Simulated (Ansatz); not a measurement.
The input, for Ansatz 0.2.0:

```yaml
crystal:
  periodic: [false, false, false]
  atoms:
    - {symbol: Al, position_ang: [-0.012285, -0.114663, 1.290682]}
    - {symbol: C, position_ang: [-0.013118, 0.059003, -0.636670]}
    - {symbol: O, position_ang: [0.034846, 0.070905, -1.827807]}
    - {symbol: H, position_ang: [-0.067931, 1.240836, 2.049812]}
basis:
  gaussian: {orbitals: def2-SVP}
magnetization: {spin_polarized: false, initial_magnetization: 2}
correlation: {method: mp2, electrons: outside_noble_gas}
charge: 1
output: {forces: true}
```

```sh
$ ansatz run in.yaml --threads 1 --pin off --events-out ev --progress --plain --max-ram 2393MiB
```

One thing in this input was set wrong on purpose, beside settings that are merely unusual. What is the gravest fault, and what does the program do?

Unknown input key. How the run ends: refused.
```
Error: YAML parse error: error: line 12 column 1: unknown field `charge`, expected one of crystal, accuracy, basis, kpoints, hamiltonian, magnetization, projection, total_charge, correlation, batch, efield, external_charges, scf, relax, neb, saddle, md, ramp, phonons, dielectric, real_time, elastic, magnetic_configurations, gw, evaluate, workflow, output, checkpoint, execution
  --> <input>:12:1
   |
10 | magnetization: {spin_polarized: false, initial_magnetization: 2}
11 | correlation: {method: mp2, electrons: outside_noble_gas}
12 | charge: 1
   | ^ unknown field `charge`, expected one of crystal, accuracy, basis, kpoints, hamiltonian, magnetization, projection, total_charge, correlation, batch, efield, external_charges, scf, relax, neb, saddle, md, ramp, phonons, dielectric, real_time, elastic, magnetic_configurations, gw, evaluate, workflow, output, checkpoint, execution
13 | output: {forces: true}
   |
```
